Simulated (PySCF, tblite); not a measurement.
Compound: H2S2.
Bonds: S1–S2. Hydrogens: H3 on S1; H4 on S2.

The calculation used PySCF, PBE0-D3(BJ)/def2-SVP geometry optimisation, gas phase.

Problem. What internal coordinates does the optimisation give?

Solution. 
```tsv
bond	length (bohr)
S1–S2	3.918
S1–H3, S2–H4	2.562
```

Bonds in one row agree within 0.02 bohr and their mean is given. A selection of angles:
```tsv
angle	degrees
S2–S1–H3	98.3
```

Point group: C2 (every atom within 0.08 Å of its image). No PBE0-D3(BJ)/def2-SVP frequencies stand behind this structure, so it isn't proved a minimum. One conformer, not necessarily the lowest (H–S1–S2–H -91°).

Hardware: one thread, Arm Neoverse V1, shared host. Cost: 2.6 s. This is the geometry optimisation.

***

Compound: tetrafluoroethene, C₂F₄.
Bonds: F1–C2, C2–F3, C2–C4 (double), C4–F5, C4–F6.

Computed geometry: GFN2-xTB, gas phase.

Question: Give the optimised bond lengths and angles.

Answer: 
| bond | length (pm) | order |
| --- | --- | --- |
| F1–C2 and 3 like bonds | 132.0 | single |
| C2=C4 | 132.9 | double |

Bonds in one row agree within 1 pm and their mean is given. Orders are formal, as drawn. A selection of angles:
| angle | degrees |
| --- | --- |
| F1–C2–F3 | 112.2 |
| F1–C2–C4 | 123.9 |

Torsions: F1–C2–C4–F5 0° (synperiplanar).

The 6 heavy atoms lie in one plane (0.000 Å rms). All 4 C–F bonds measure 1.320 to 1.321 Å.

Point group: D2h (tolerance 0.08 Å). Its GFN2-xTB frequencies are all real (lowest 169 cm⁻¹).

***

Species: nitrosomethane, CH₃NO.
Numbering: `[CH3:1][N:2]=[O:3]` (hydrogens: H4, H5, H6 on C1)

Computed with B3LYP/def2-TZVP geometry optimisation, gas phase in PySCF.

(1) Give the optimised bond lengths and angles.

## Answers

(1) 
```csv
bond,length (Å)
C1–N2,1.480
N2=O3,1.199
"C1–H4, C1–H5, C1–H6",1.092
```

Bonds in one row agree within 0.01 Å and their mean is given. A selection of angles:
```csv
angle,degrees
N2–C1–H4,106.8
N2–C1–H6,111.7
H4–C1–H5,107.3
H4–C1–H6,112.0
C1–N2–O3,114.0
```

Point group: Cs (tolerance 0.08 Å). No frequency check.

***

Species: [GaCl4]- (charge -1).
Bonds: Ga1–Cl2, Ga1–Cl3, Ga1–Cl4, Ga1–Cl5.

Computed, not measured: PBE0-D3(BJ)/def2-SVP geometry optimisation, gas phase in PySCF.

Question: List the bond lengths and angles at this level.

Answer: 
```json
{"bond": "Ga1–Cl2 and 3 like bonds", "length (pm)": "220.6"}
```

Bonds in one row agree within 1 pm and their mean is given. A selection of angles:
```json
{"angle": "Cl2–Ga1–Cl3", "degrees": "109.3"}
```

Ga1 (gallium bonded to 4 Cl) is tetrahedral (angles from 109.0° to 109.9°). All 4 Cl–Ga bonds measure 2.203 to 2.207 Å.

Point group: Td (tolerance 0.08 Å). Whether it is a minimum is left open (no frequencies).

***

CdMe2, C2H6Cd (singlet state).
Bonds: Cd1–C2, Cd1–C6. Hydrogens: H3, H4, H5 on C2; H7, H8, H9 on C6.

The calculation used PySCF 2.14.0, PBE0-D3(BJ)/def2-SVP geometry optimisation, gas phase, def2 core potentials past Kr.

Q: What internal coordinates does the optimisation give?

A: 
| bond | length (Å) |
| --- | --- |
| Cd1–C2, Cd1–C6 | 2.115 |
| C2–H3 and 5 like bonds | 1.101 |

Bonds in one row agree within 0.01 Å and their mean is given. A selection of angles:
| angle | degrees |
| --- | --- |
| C2–Cd1–C6 | 179.7 |
| Cd1–C2–H3 | 111.0 |
| H3–C2–H4 | 107.9 |

Cd1 (cadmium bonded to 2 C) is linear (angle 179.7°).

Point group: near D3d, missed by 0.10 Å at most; the miss may be what the optimiser left on a soft mode (D3 holds within 0.08 Å). Whether it is a minimum is left open (no frequencies).
